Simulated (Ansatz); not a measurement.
**Worked example: ideal-gas entropy of CHCl3 (chloroform)**

A singlet with charge 0, relaxed at HF/6-31G* (Cartesian functions) (Ansatz 0.2.0):

```xyz
5

Cl   -0.6709    0.3988    1.5482
C     0.0504    0.0874   -0.0297
Cl    1.2400   -1.2106    0.0551
Cl   -1.1834   -0.2531   -1.2416
H     0.5639    0.9776   -0.3320
```

Harmonic wavenumbers in cm⁻¹: 287, 287, 401, 729, 873, 873, 1398, 1398, 3408.

Masses in u: Cl 35.45, C 12.011, H 1.008. Take T = 298.15 K, p = 1 bar, R = 8.3145 J/(mol K), kT/hc = 207.22 cm⁻¹, rigid rotor and harmonic oscillator.

Problem. Work out S° at 298 K.

Solution. 
1. Translation (Sackur–Tetrode): S = R[3/2 ln M + 5/2 ln T − 1.1517] with M = 119.369 gives 168.5 J/(mol K).
2. Rotation: principal moments 155.600, 155.611, 300.294 u Å² give A, B, C = 0.1083, 0.1083, 0.0561 cm⁻¹; the symmetry number is σ = 3; q = (√π/σ)√((kT/hc)³/ABC) = 68705; S = R(ln q + 3/2) = 105.1.
3. Vibration: with u = ν̃/207.22, each mode gives R[u/(eᵘ − 1) − ln(1 − e⁻ᵘ)]; the sum is 19.1, most from 287 cm⁻¹ (6.2), 287 cm⁻¹ (6.2), 401 cm⁻¹ (4.0).
4. Spin: R ln 1 = 0.0.
5. Sum: 168.5 + 105.1 + 19.1 + 0.0 = 292.7 J/(mol K).

The tabulated value is 295.7 J/(mol K) (CRC Handbook of Chemistry and Physics): the model is off by -3.0. Unscaled Hartree–Fock wavenumbers run high.
